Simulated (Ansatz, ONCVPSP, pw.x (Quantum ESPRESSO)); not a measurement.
# From atom to crystal: ONCV potential for scandium

ONCVPSP 4.0.1 input, shortened (lines: element, Z, core and valence counts, functional; n l f; lmax; l rc ep ncon nbas qcut; lloc lpopt rc5 dvloc0; l nproj debl; icmod fcfact rcfact), LDA (Perdew-Wang 92), scalar-relativistic:

```
  Sc 21.00    3    4  -001012      upf
    1    0    2.00
    2    0    2.00
    2    1    6.00
    3    0    2.00
    3    1    6.00
    3    2    1.00
    4    0    2.00
    2
    0    1.95    0.00    4    8    6.10
    1    1.70    0.00    3    6    6.40
    2    1.70    0.00    3    8    9.40
    2    5    1.70    0.00
    0    2    3.20
    1    2    0.90
    2    0    3.10
    0    0.00    0.00
```

In the p channel the program set the typed energies aside and used -1.234, 0.250 Ha.

Atomic tests: cutoffs needed: 30 Ha and 35 Ha (the cutoffs (Ha) at which the residual kinetic energy of the hardest occupied pseudo-wave falls to 1 and 0.1 mHa per electron); ghost test: no bound ghost flagged; GHOST(+) flagged for s at 380.7 eV; largest excitation error: -275 meV (all-electron minus pseudo) for 3s1 3p6 3d1 4s2, out of 4 test configurations.

Crystal test: fcc Sc in pw.x 7.5, no spin, 13³ k-points, Fermi–Dirac smearing 0.01 Ry, cutoffs 85/340 Ry. The reference is all-electron LAPW (Ansatz 0.2.0) with the same functional, mesh and smearing; V0 and B0 come from Birch–Murnaghan fits to the pressures at five volumes. Errors are pseudo minus all-electron; Δ is the rms difference of the E(V) curves that follow from these fits, minima aligned, over ±6 % about the mean V0. Mesh and smearing are coarse, so the numbers serve the comparison and aren't converged zero-temperature values; the lattice is a test structure that the element need not adopt.

All-electron: a0 = 4.485 Å (V0 = 22.56 Å³/atom), B0 = 56.8 GPa.

How far does the potential miss the all-electron equation of state?

mean pressure error (GPa): +0.31; a0 (Å): 4.493; a0 error (%): +0.18; B0 error (%): +0.2; Δ (meV/atom): 1.5.

```
V (Å³/atom)  P all-electron (GPa)  P pseudo (GPa)
     21.427                  3.16            3.52
     21.991                  1.50            1.84
     22.555                  0.00            0.31
     23.119                 -1.35           -1.07
     23.683                 -2.57           -2.31
```

At the middle volume, how do free energy and pressure move when the wave cutoff is lowered (ecutrho kept at four times it)?

```
cutoff (Ry)  shift of F (meV/atom)  shift of P (GPa)
         38                 +830.3            -16.21
         51                 +122.0             -4.78
         68                   +4.0             -0.28
```

The 8 pw.x runs together took about 2.9 min on one core of a shared server CPU.
